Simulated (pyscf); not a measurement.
Optimised with ωB97X-D3(BJ)/def2-SVP in PySCF. Correlated levels are frozen-core, on RHF or UHF. ΔMP2 is the change of the MP2 total energy from the triple- to the quadruple-zeta basis.

SMILES: O=C1CC1
```xyz
8

O      0.1736    -0.8042    -2.4288
C      0.0232    -0.1901    -1.4144
C     -0.5274     1.0002    -0.7460
C      0.2593    -0.0981     0.0356
H     -0.0341     1.9663    -0.9020
H     -1.6102     1.0608    -0.5881
H     -0.3099    -0.7541     0.7040
H      1.2661     0.1513     0.3894
```
Charge 0, spin multiplicity 1.

### Question
How much does it cost (ΔH, 298 K, CCSD(T)/def2-TZVPP + ΔMP2(QZVPP)) to split cyclic C₃H₄O (SMILES O=C1CC1) at its C–H bond into cyclic C₃H₃O (SMILES O=C1[CH]C1) [doublet] + H•?

### Answer
C–H to cyclic C₃H₃O (SMILES O=C1[CH]C1) [doublet] + H•: 4.36 eV. The radicals are drawn with the spin at the cut bond; how far it spreads was not checked. cyclic C₃H₄O (SMILES O=C1CC1) lies 0.87 eV over its isomer H₃C–CH=C=O, and others may lie lower still (electronic energy, ωB97M-D3(BJ)). cyclic C₃H₃O (SMILES O=C1[CH]C1) [doublet] lies 1.32 eV over its isomer •H₂C–CH=C=O, and others may lie lower still (electronic energy, ωB97M-D3(BJ)). The CCSD(T) − MP2 part came from Ansatz, without density fitting, on the same reference.
